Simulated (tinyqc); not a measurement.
The integration grid: Kohn-Sham LDA (VWN5) on finer and finer grids in the sto-3g basis, for OH+, spin multiplicity 3. Computed by the program tinyqc with PySCF. Self-consistent on each grid; the net force on the molecule should vanish.

Geometry (angstrom):
```
atom,x,y,z
O,0.0000,0.0000,0.0000
H,0.0000,0.0000,1.0260
```

Kohn-Sham energy on Becke grids (radial x angular points per atom):
```
grid,points,residual of the electron count,E (hartree),E - finest (mhartree),largest net force without grid terms (hartree/bohr)
10 x 14,273,-2.14e-02,-73.56624,141.80305,1.71e-02
15 x 26,770,1.90e-02,-73.73276,-24.71694,1.01e-02
20 x 50,1986,5.68e-05,-73.70734,0.70673,3.27e-04
30 x 86,5140,5.88e-05,-73.70800,0.04352,3.16e-04
50 x 194,19366,-4.95e-07,-73.70804,0.00007,8.77e-06
75 x 302,45249,1.04e-07,-73.70804,-0.00007,6.76e-07
120 x 590,141379,-2.22e-09,-73.70804,0.00000,3.11e-09
```

What does the comparison show, and why?

The energy is within 0.1 mhartree of the finest grid first at 30 x 86. The error has both signs, since quadrature is not variational. The electron count and the net force are cheap signs of a poor grid.
